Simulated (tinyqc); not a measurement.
UHF in the sto-3g basis, for CH2, spin multiplicity 3, step by step. One step of it, computed by the program tinyqc.

Question. Iteration 1: building the Fock matrix. J_ij = sum D_kl (ij|kl) with D = D(alpha) + D(beta), K_ij = sum D_kl (ik|jl) for each spin; F = H + J - K(s); E = tr D H + tr D J / 2 - 0.5 sum_s tr D(s) K(s) + E_nn.

D(alpha) at the start, order 1C 1s, 1C 2s, 1C 2px, 1C 2py, 1C 2pz, 2H 1s, 3H 1s:
```
[[0.007178, -0.035731, 0.000000, 0.001721, 0.064553, 0.030574, 0.030212],
 [-0.035731, 0.192677, 0.000000, -0.005878, -0.249048, -0.235975, -0.230524],
 [0.000000, 0.000000, 1.000000, 0.000000, 0.000000, 0.000000, 0.000000],
 [0.001721, -0.005878, 0.000000, 1.171638, -0.001416, -0.324881, 0.319394],
 [0.064553, -0.249048, 0.000000, -0.001416, 0.934636, -0.128429, -0.125812],
 [0.030574, -0.235975, 0.000000, -0.324881, -0.128429, 1.190796, -0.021812],
 [0.030212, -0.230524, 0.000000, 0.319394, -0.125812, -0.021812, 1.183122]]
```

D(beta) at the start, order 1C 1s, 1C 2s, 1C 2px, 1C 2py, 1C 2pz, 2H 1s, 3H 1s:
```
[[0.007174, -0.035716, 0.000000, -0.000323, 0.064556, 0.030786, 0.030000],
 [-0.035716, 0.192614, 0.000000, 0.002409, -0.249058, -0.236834, -0.229665],
 [0.000000, 0.000000, 0.000000, 0.000000, 0.000000, 0.000000, 0.000000],
 [-0.000323, 0.002409, 0.000000, 0.073180, -0.000034, -0.210954, 0.205505],
 [0.064556, -0.249058, 0.000000, -0.000034, 0.934634, -0.128572, -0.125669],
 [0.030786, -0.236834, 0.000000, -0.210954, -0.128572, 1.178980, -0.010000],
 [0.030000, -0.229665, 0.000000, 0.205505, -0.125669, -0.010000, 1.171314]]
```

core Hamiltonian H = T + V (hartree), order 1C 1s, 1C 2s, 1C 2px, 1C 2py, 1C 2pz, 2H 1s, 3H 1s:
```
[[-18.449380, -4.448933, 0.000000, -0.000132, -0.007653, -0.413425, -0.401411],
 [-4.448933, -5.403189, 0.000000, -0.001401, -0.087500, -1.195211, -1.168534],
 [0.000000, 0.000000, -4.317063, 0.000000, 0.000000, 0.000000, 0.000000],
 [-0.000132, -0.001401, 0.000000, -4.409413, -0.000530, -1.015566, 0.996280],
 [-0.007653, -0.087500, 0.000000, -0.000530, -4.340555, -0.522661, -0.512759],
 [-0.413425, -1.195211, 0.000000, -1.015566, -0.522661, -2.724124, -0.132253],
 [-0.401411, -1.168534, 0.000000, 0.996280, -0.512759, -0.132253, -2.706611]]
```

Two-electron integrals (ij|kl) in chemists' order, unique and non-zero (hartree):
```
(11|11) 3.541948    (21|11) 0.576921    (21|21) 0.111888    (22|11) 0.854682
(22|21) 0.205284    (22|22) 0.624709    (31|31) 0.020296    (32|31) 0.030858
(32|32) 0.137996    (33|11) 0.852436    (33|21) 0.205335    (33|22) 0.624568
(33|33) 0.672833    (41|41) 0.020296    (42|41) 0.030858    (42|42) 0.137996
(43|43) 0.036269    (44|11) 0.852436    (44|21) 0.205335    (44|22) 0.624568
(44|33) 0.600295    (44|44) 0.672833    (51|51) 0.020296    (52|51) 0.030858
(52|52) 0.137996    (53|53) 0.036269    (54|54) 0.036269    (55|11) 0.852436
(55|21) 0.205335    (55|22) 0.624568    (55|33) 0.600295    (55|44) 0.600295
(55|55) 0.672833    (61|11) 0.053232    (61|21) 0.010267    (61|22) 0.018830
(61|33) 0.018776    (61|41) 0.000522    (61|42) 0.000988    (61|44) 0.018910
(61|51) 0.000263    (61|52) 0.000499    (61|54) 0.000068    (61|55) 0.018810
(61|61) 0.000961    (62|11) 0.159038    (62|21) 0.038865    (62|22) 0.134584
(62|33) 0.131151    (62|41) 0.003236    (62|42) 0.024721    (62|44) 0.139251
(62|51) 0.001632    (62|52) 0.012469    (62|54) 0.004086    (62|55) 0.133211
(62|61) 0.003717    (62|62) 0.042483    (63|31) 0.003505    (63|32) 0.019745
(63|43) 0.004523    (63|53) 0.002281    (63|63) 0.004499    (64|11) 0.134109
(64|21) 0.033143    (64|22) 0.121655    (64|33) 0.115851    (64|41) 0.005793
(64|42) 0.039651    (64|44) 0.131452    (64|51) 0.001154    (64|52) 0.010041
(64|54) 0.005587    (64|55) 0.117519    (64|61) 0.003276    (64|62) 0.045387
(64|64) 0.052106    (65|11) 0.067643    (65|21) 0.016717    (65|22) 0.061361
(65|33) 0.058434    (65|41) 0.001154    (65|42) 0.010041    (65|44) 0.061740
(65|51) 0.004087    (65|52) 0.024809    (65|54) 0.006190    (65|55) 0.063837
(65|61) 0.001652    (65|62) 0.022893    (65|64) 0.024012    (65|65) 0.016611
(66|11) 0.344066    (66|21) 0.085389    (66|22) 0.337897    (66|33) 0.322445
(66|41) 0.007400    (66|42) 0.079063    (66|44) 0.359028    (66|51) 0.003732
(66|52) 0.039878    (66|54) 0.018452    (66|55) 0.331752    (66|61) 0.008201
(66|62) 0.147673    (66|64) 0.173053    (66|65) 0.087285    (66|66) 0.774606
(71|11) 0.051690    (71|21) 0.009969    (71|22) 0.018283    (71|33) 0.018231
(71|41) -0.000507   (71|42) -0.000959   (71|44) 0.018360    (71|51) 0.000256
(71|52) 0.000484    (71|54) -0.000065   (71|55) 0.018264    (71|61) 0.000905
(71|62) 0.003385    (71|64) 0.002790    (71|65) 0.001513    (71|66) 0.007431
(71|71) 0.000906    (72|11) 0.155304    (72|21) 0.037956    (72|22) 0.131553
(72|33) 0.128196    (72|41) -0.003159   (72|42) -0.024188   (72|44) 0.136115
(72|51) 0.001593    (72|52) 0.012199    (72|54) -0.003994   (72|55) 0.130210
(72|61) 0.003404    (72|62) 0.026320    (72|64) 0.021214    (72|65) 0.013846
(72|66) 0.067872    (72|71) 0.003524    (72|72) 0.040740    (73|31) 0.003412
(73|32) 0.019250    (73|43) -0.004419   (73|53) 0.002229    (73|63) 0.002496
(73|73) 0.004297    (74|11) -0.131371   (74|21) -0.032468   (74|22) -0.119276
(74|33) -0.113602   (74|41) 0.005645    (74|42) 0.038748    (74|44) -0.128853
(74|51) -0.001127   (74|52) -0.009834   (74|54) 0.005463    (74|55) -0.115233
(74|61) -0.002816   (74|62) -0.021305   (74|64) -0.015436   (74|65) -0.011057
(74|66) -0.054579   (74|71) -0.003114   (74|72) -0.043649   (74|74) 0.050208
(75|11) 0.066257    (75|21) 0.016375    (75|22) 0.060157    (75|33) 0.057295
(75|41) -0.001127   (75|42) -0.009834   (75|44) 0.060530    (75|51) 0.003980
(75|52) 0.024209    (75|54) -0.006050   (75|55) 0.062575    (75|61) 0.001526
(75|62) 0.013878    (75|64) 0.011042    (75|65) 0.009639    (75|66) 0.037356
(75|71) 0.001571    (75|72) 0.022014    (75|74) -0.023156   (75|75) 0.015975
(76|11) 0.016143    (76|21) 0.003957    (76|22) 0.014129    (76|33) 0.013789
(76|41) -1.10e-06   (76|42) -0.000012   (76|44) 0.014170    (76|51) 0.000293
(76|52) 0.002378    (76|54) -2.33e-06   (76|55) 0.014412    (76|61) 0.000369
(76|62) 0.003767    (76|64) 0.003543    (76|65) 0.002254    (76|66) 0.011775
(76|71) 0.000358    (76|72) 0.003698    (76|74) -0.003494   (76|75) 0.002218
(76|76) 0.000442    (77|11) 0.341153    (77|21) 0.084669    (77|22) 0.335301
(77|33) 0.320090    (77|41) -0.007283   (77|42) -0.078068   (77|44) 0.356104
(77|51) 0.003673    (77|52) 0.039373    (77|54) -0.018164   (77|55) 0.329251
(77|61) 0.007590    (77|62) 0.068957    (77|64) 0.055257    (77|65) 0.037845
(77|66) 0.192535    (77|71) 0.007893    (77|72) 0.144166    (77|74) -0.169415
(77|75) 0.085444    (77|76) 0.011775    (77|77) 0.774606
```

nuclear repulsion = 4.31912915 hartree

Give: Coulomb J; exchange K(alpha); exchange K(beta); F(alpha); F(beta); total energy of this density.

Answer.

Coulomb J (hartree), order 1C 1s, 1C 2s, 1C 2px, 1C 2py, 1C 2pz, 2H 1s, 3H 1s:
```
[[4.7920, 1.1619, 0.0000, -0.0002, -0.0175, 0.1064, 0.1033],
 [1.1619, 3.8212, 0.0000, -0.0005, -0.0114, 0.9487, 0.9287],
 [0.0000, 0.0000, 3.7428, 0.0000, 0.0000, 0.0000, 0.0000],
 [-0.0002, -0.0005, 0.0000, 3.8811, 0.0003, 0.9216, -0.9052],
 [-0.0175, -0.0114, 0.0000, 0.0003, 3.8368, 0.4642, 0.4558],
 [0.1064, 0.9487, 0.0000, 0.9216, 0.4642, 3.2547, 0.1002],
 [0.1033, 0.9287, 0.0000, -0.9052, 0.4558, 0.1002, 3.2469]]
```

exchange K(alpha) (hartree), order 1C 1s, 1C 2s, 1C 2px, 1C 2py, 1C 2pz, 2H 1s, 3H 1s:
```
[[0.0671, 0.0938, 0.0000, -0.0003, -0.0091, 0.0106, 0.0104],
 [0.0938, 0.4755, 0.0000, -0.0054, -0.2037, 0.1340, 0.1329],
 [0.0000, 0.0000, 0.7594, 0.0000, 0.0000, 0.0000, 0.0000],
 [-0.0003, -0.0054, 0.0000, 0.7987, -0.0013, 0.2052, -0.2038],
 [-0.0091, -0.2037, 0.0000, -0.0013, 0.7080, 0.0620, 0.0616],
 [0.0106, 0.1340, 0.0000, 0.2052, 0.0620, 0.7956, 0.0051],
 [0.0104, 0.1329, 0.0000, -0.2038, 0.0616, 0.0051, 0.7962]]
```

exchange K(beta) (hartree), order 1C 1s, 1C 2s, 1C 2px, 1C 2py, 1C 2pz, 2H 1s, 3H 1s:
```
[[0.0248, 0.0300, 0.0000, 0.0000, -0.0088, 0.0017, 0.0016],
 [0.0300, 0.1967, 0.0000, 0.0006, -0.2007, 0.0824, 0.0808],
 [0.0000, 0.0000, 0.0487, 0.0000, 0.0000, 0.0000, 0.0000],
 [0.0000, 0.0006, 0.0000, 0.0811, -0.0004, 0.1020, -0.1004],
 [-0.0088, -0.2007, 0.0000, -0.0004, 0.6345, 0.0568, 0.0561],
 [0.0017, 0.0824, 0.0000, 0.1020, 0.0568, 0.7641, 0.0099],
 [0.0016, 0.0808, 0.0000, -0.1004, 0.0561, 0.0099, 0.7652]]
```

F(alpha) (hartree), order 1C 1s, 1C 2s, 1C 2px, 1C 2py, 1C 2pz, 2H 1s, 3H 1s:
```
[[-13.7245, -3.3808, 0.0000, -0.0001, -0.0160, -0.3177, -0.3085],
 [-3.3808, -2.0575, 0.0000, 0.0036, 0.1048, -0.3805, -0.3728],
 [0.0000, 0.0000, -1.3336, 0.0000, 0.0000, 0.0000, 0.0000],
 [-0.0001, 0.0036, 0.0000, -1.3270, 0.0011, -0.2992, 0.2949],
 [-0.0160, 0.1048, 0.0000, 0.0011, -1.2118, -0.1205, -0.1186],
 [-0.3177, -0.3805, 0.0000, -0.2992, -0.1205, -0.2650, -0.0372],
 [-0.3085, -0.3728, 0.0000, 0.2949, -0.1186, -0.0372, -0.2559]]
```

F(beta) (hartree), order 1C 1s, 1C 2s, 1C 2px, 1C 2py, 1C 2pz, 2H 1s, 3H 1s:
```
[[-13.6822, -3.3170, 0.0000, -0.0004, -0.0163, -0.3087, -0.2998],
 [-3.3170, -1.7786, 0.0000, -0.0024, 0.1019, -0.3289, -0.3206],
 [0.0000, 0.0000, -0.6229, 0.0000, 0.0000, 0.0000, 0.0000],
 [-0.0004, -0.0024, 0.0000, -0.6094, 0.0001, -0.1961, 0.1915],
 [-0.0163, 0.1019, 0.0000, 0.0001, -1.1383, -0.1153, -0.1130],
 [-0.3087, -0.3289, 0.0000, -0.1961, -0.1153, -0.2335, -0.0419],
 [-0.2998, -0.3206, 0.0000, 0.1915, -0.1130, -0.0419, -0.2249]]
```

total energy of this density = -12.282650 hartree
